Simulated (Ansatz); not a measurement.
Species: methylidyne radical, CH, charge 0, multiplicity 2. 
Structure (B3LYP-D3(BJ)/def2-TZVP (Ansatz, a quantum-chemistry and plane-wave program) minimum search):
```
C
H 1 1.1235
```
Charge 0, spin multiplicity 2.

Basis-set convergence of Hartree-Fock and CCSD correlation energies (hartree) with Ansatz. Correlated levels leave the core frozen unless marked. Open shells are spin-unrestricted. No spin-orbit coupling. Non-relativistic.

The UHF reference is spin-contaminated (<S^2> 0.35 over the pure value in the largest basis). The T1 diagnostic of CCSD in the largest basis is 0.109, which is high, so the coupled-cluster rows are less sure than usual.

| basis | functions | E(HF) | E(corr, CCSD) |
|---|---|---|---|
| cc-pVDZ | 19 | -38.27577 | -0.10187 |
| cc-pVTZ | 44 | -38.28472 | -0.12189 |
| cc-pVQZ | 85 | -38.28711 | -0.12748 |
| cc-pV5Z | 146 | -38.28769 | -0.12926 |

Extrapolating the two largest sets (X = 4 and 5) as X^-3: E(corr) = (125·(-0.12926) - 64·(-0.12748))/61 = -0.1311 Eh, an estimate of the basis-set limit. The largest set recovers 98.6 % of it, the smallest 77.7 %.
